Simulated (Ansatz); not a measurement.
Scan of AlC, quartet

Starting geometry (PBE0/def2-TZVP stationary point for this spin):

```yaml
atoms:
  - { symbol: Al, position_ang: [0.0000, 0.0000, 0.0000] }
  - { symbol: C, position_ang: [0.0000, 0.0000, 1.9668] }
```

From there C2 moves along the line of the two atoms named below, all else staying in place; atoms are numbered as listed. Energies are in kcal/mol, counted from the starting geometry at the same level.

Basis cc-pVTZ; Ansatz 0.2.0. Only valence electrons are correlated (noble-gas cores frozen). R marks a restricted (for open shells ROHF) determinant, U an unrestricted one.

For open shells CISD is restricted-active-space CI with the open shells as a complete middle space.

Full CI isn't at hand for all of this; UCCSDT(Q) serves as the reference, and is uncertain by about the last step of the cluster series.

```csv
distance Al1-C2 (Å),CISD
1.807,5.5
1.967,0.0
2.172,4.3
2.688,30.4
5.226,73.3
```

Estimate the UCCSDT(Q) curve in cc-pVTZ from this one, knowing how CISD errs.

The computed UCCSDT(Q) values, in kcal/mol from the starting point, and the error of CISD against them:
```json
{"distance Al1-C2 (Å)": "1.807", "UCCSDT(Q)": "5.6", "CISD less UCCSDT(Q)": "-0.1"}
{"distance Al1-C2 (Å)": "1.967", "UCCSDT(Q)": "0.0", "CISD less UCCSDT(Q)": "0.0"}
{"distance Al1-C2 (Å)": "2.172", "UCCSDT(Q)": "4.2", "CISD less UCCSDT(Q)": "0.1"}
{"distance Al1-C2 (Å)": "2.688", "UCCSDT(Q)": "29.6", "CISD less UCCSDT(Q)": "0.8"}
{"distance Al1-C2 (Å)": "5.226", "UCCSDT(Q)": "75.7", "CISD less UCCSDT(Q)": "-2.3"}
```

The error spans 3.2 kcal/mol and is largest, -2.3 kcal/mol, at 5.226 Å.
